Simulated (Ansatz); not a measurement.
# AlBH2: the cost of one run

Method: def2-QZVPP, all electrons in the functionals, frozen cores in the correlation of double hybrids and RPA; program: Ansatz 0.2.0, Gaussian basis.

Plan: wB97M-V, B2PLYP, at charge 0, triplet; charge 0, singlet; charge 0, quintet; charge 1, doublet; charge 1, quartet.

2 further runs of the same task are left out: 2 set aside as unsound or not needed.

### 1 The system

The geometry is a PBE0/def2-TZVP stationary point (not a proven minimum).

4 atoms, charge 0, spin multiplicity 3.

Atoms are counted from 1 here; the program's logs count them from 0.

Bond lengths: B1–Al2 2.058 Å, B1–H3 1.195 Å, B1–H4 1.195 Å. Angles: Al2–B1–H3 115.6°, Al2–B1–H4 115.6°, H3–B1–H4 128.7°.

No dispersion term is added; wB97M-V holds VV10 nonlocal correlation.

The geometry shown and the zero of energy belong to the point charge 0, triplet. The yardstick, UCCSD(T), and other wave-function levels (R restricted, U unrestricted, valence and pair active spaces) come from earlier runs.

### 2 wB97M-V, charge 0, triplet

Input file in.yaml:

```yaml
crystal:
  periodic: [false, false, false]
  atoms:
    - {symbol: B, position_ang: [0.000000, 0.000000, 1.368886]}
    - {symbol: Al, position_ang: [0.000000, 0.000000, -0.689391]}
    - {symbol: H, position_ang: [0.000000, 1.077612, 1.885924]}
    - {symbol: H, position_ang: [0.000000, -1.077612, 1.885924]}
basis:
  gaussian: {orbitals: "def2-QZVPP.json"}
magnetization: {spin_polarized: true, initial_magnetization: 2}
hamiltonian: {xc: {name: wB97M-V}}
output: {orbitals: {seedname: orbitals}}
```

On the command line:

```console
ansatz run in.yaml --threads 1 --pin off --events-out ev --progress --plain --max-ram 2393MiB
```

What time and memory should one allow on 1 thread of Arm Neoverse V2, shared host?

About 16 s, with a peak of 0.44 GiB.
